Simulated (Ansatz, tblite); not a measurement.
Spin states of MgCl₂⁺ (the lowest doublet isomer of a short search), each relaxed with r2SCAN-D4/def2-TZVP in Ansatz. Electronic energies in the gas phase.

The xTB rows come from tblite. HSE06 is defined as in plane-wave codes, on full-range PBE exchange. Correlated methods freeze 11 core orbitals; core or outer-core shells of Mg are correlated, in sets that lack core-valence functions. In the quartet, Cl2 and Cl3 lie 2.43 Å apart (atoms count from 1), so these atoms are partly bonded to each other. The structure comes from a short search, and lower isomers may exist.

Doublet geometry (C2v within 0.1 Å):

```csv
atom,x (Å),y (Å),z (Å)
Mg1,0.152,-0.923,0.640
Cl2,1.340,0.512,-0.582
Cl3,-1.491,0.411,-0.058
```

Quartet geometry:

Cartesian coordinates in Å:
```
Mg -0.8177 -1.4207 0.0824
Cl -0.6184 1.2840 -0.3445
Cl 1.4361 0.1367 0.2621
```

⟨S²⟩: doublet 0.76 at PBE0-D4/def2-TZVP (pure 0.75), quartet 3.76 at PBE0-D4/def2-TZVP (pure 3.75).

Run but left out: HF/def2-TZVPP, MP2/def2-TZVPP, CCSD/def2-TZVPP, CCSD(T)/def2-TZVPP (flagged by the program: other roots).

Only these spin states were relaxed. The quartet has other bonds than the doublet, so the gap mixes isomer and spin.

```tsv
level	quartet − doublet (kcal/mol)	lowest of these
GFN1-xTB	43.5	doublet
HF/def2-TZVP	62.2	doublet
r2SCAN-D4/def2-TZVP	77.3	doublet
r2SCANh-D4/def2-TZVP	78.6	doublet
PBE0-D4/def2-TZVP	77.4	doublet
HSE06-D4/def2-TZVP	77.3	doublet
CAM-B3LYP-D4/def2-TZVP	79.3	doublet
RPA@PBE/def2-TZVP	69.6	doublet
```

Change of the quartet − doublet gap on mixing in exact exchange, in kcal/mol: r2SCAN to r2SCANh (10 % exact exchange) 1.3.

The xTB methods have no spin-polarisation term.
